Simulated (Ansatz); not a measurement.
Two isomers of C2H3NS: A = `NC1=CS1`, B = `SC1C=N1`.

Isolated molecules relaxed with PBE0-D4/def2-TZVP in Ansatz; ΔE leaves out vibrations. CBS: MP2 limit from def2 TZ/QZ plus the TZ coupled-cluster correction, frozen cores. DFT in def2-TZVPP. B3LYP here is the variant with VWN-RPA as its local correlation; programs differ in this. Each species was taken in one conformer, which may not be the lowest.

Which is lower in electronic energy at CCSD(T)/CBS, and by how much? (Best estimate.)

Computed: B, by 20.6 kJ/mol.

Give E(B) − E(A) in kJ/mol with HF/def2-TZVPP, B3LYP-D4, r2SCAN-D4, BLYP-D4, LDA (SPW92), PBE0-D4, MP2/def2-TZVPP. (An estimate is asked.)

Ansatz gave: HF/def2-TZVPP -29.8, B3LYP-D4 -12.7, r2SCAN-D4 -14.4, BLYP-D4 -13.0, LDA (SPW92) 4.8, PBE0-D4 -11.8, MP2/def2-TZVPP -22.0. The order is the other way round with LDA (SPW92).

Does the order hold for the free energy at 298.15 K (harmonic terms from PBE0-D4)? (Estimate.)

Computed: Yes: G(B) − G(A) = -25.8 kJ/mol, for one conformer each.

Largest T1 diagnostic: 0.013.

At CCSD(T), def2-SVP lies −30.3 kJ/mol from the extrapolated value and def2-TZVPP −8.9 kJ/mol. Leaving LDA and LC-ωPBE aside and taking each functional with its dispersion term where it has one, the values, not all of them listed here, spread over 16.6 kJ/mol, from ωB97X-V to PBE-D4. LDA lies +15.6 kJ/mol from PBE without D4.
